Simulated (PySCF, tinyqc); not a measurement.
Worked calculation: coupled-perturbed Hartree-Fock on RHF in the sto-3g basis, for BH, spin multiplicity 1. The lowest restricted solution is unstable here: a spin-polarised one lies 0.0064 hartree lower (PySCF). One step of it, computed by the program tinyqc.

Task: Coupled step 1. U_ai = -(mu_ai + sum_bj [4 (ai|bj) - (ab|ij) - (aj|bi)] U_bj) / (e_a - e_i); alpha = -4 sum U_ai mu_ai.

uncoupled U:
```
          i1         i2        i3
a4  0.000000   0.000000  0.000000
a5  0.000000   0.000000  0.000000
a6  0.012362  -0.530937  1.756432
```

dipole integrals <a|z|i> (bohr):
```
           i1        i2         i3
a4   0.000000  0.000000   0.000000
a5   0.000000  0.000000   0.000000
a6  -0.097010  0.523672  -1.287605
```

orbital energies (hartree): MO1 -7.361964, MO2 -0.500517, MO3 -0.247279, MO4 0.260385, MO5 0.260385, MO6 0.485801

Two-electron integrals over orbitals (pq|rs), unique and non-zero (hartree):
```
(11|11) 2.892204    (21|11) -0.258569   (21|21) 0.037107    (22|11) 0.607305
(22|21) -0.007081   (22|22) 0.501535    (31|11) -0.185861   (31|21) 0.024151
(31|22) -0.014848   (31|31) 0.026804    (32|11) 0.130400    (32|21) -0.008616
(32|22) -0.043775   (32|31) 0.005124    (32|32) 0.107370    (33|11) 0.623992
(33|21) -0.011421   (33|22) 0.435287    (33|31) 0.003330    (33|32) 0.036833
(33|33) 0.501774    (41|41) 0.021628    (42|41) 0.021901    (42|42) 0.073614
(43|41) 0.015729    (43|42) 0.044592    (43|43) 0.048639    (44|11) 0.742007
(44|21) -0.009634   (44|22) 0.461499    (44|31) -0.006417   (44|32) 0.070024
(44|33) 0.466232    (44|44) 0.586773    (51|51) 0.021628    (52|51) 0.021901
(52|52) 0.073614    (53|51) 0.015729    (53|52) 0.044592    (53|53) 0.048639
(54|54) 0.031630    (55|11) 0.742007    (55|21) -0.009634   (55|22) 0.461499
(55|31) -0.006417   (55|32) 0.070024    (55|33) 0.466232    (55|44) 0.523513
(55|55) 0.586773    (61|11) 0.113805    (61|21) -0.019470   (61|22) -0.007017
(61|31) -0.000663   (61|32) 0.015135    (61|33) 0.016702    (61|44) 0.003775
(61|55) 0.003775    (61|61) 0.023282    (62|11) -0.169836   (62|21) 0.002704
(62|22) -0.037827   (62|31) 0.012602    (62|32) -0.042178   (62|33) 0.002737
(62|44) -0.090682   (62|55) -0.090682   (62|61) 0.009866    (62|62) 0.107334
(63|11) 0.137011    (63|21) -0.003829   (63|22) -0.019201   (63|31) 0.005275
(63|32) 0.095140    (63|33) 0.049548    (63|44) 0.072624    (63|55) 0.072624
(63|61) 0.010087    (63|62) -0.061502   (63|63) 0.112097    (64|41) -0.009065
(64|42) -0.031765   (64|43) -0.003471   (64|64) 0.028300    (65|51) -0.009065
(65|52) -0.031765   (65|53) -0.003471   (65|65) 0.028300    (66|11) 0.629834
(66|21) -0.006081   (66|22) 0.514295    (66|31) -0.014931   (66|32) -0.062327
(66|33) 0.460675    (66|44) 0.452555    (66|55) 0.452555    (66|61) -0.008763
(66|62) -0.010282   (66|63) -0.036610   (66|66) 0.564485
```

Give: U after step 1; polarisability.

Result:

U after step 1:
```
       i1      i2     i3
a4  0.000   0.000  0.000
a5  0.000   0.000  0.000
a6  0.006  -0.417  1.965
```

polarisability = 10.998 bohr^3
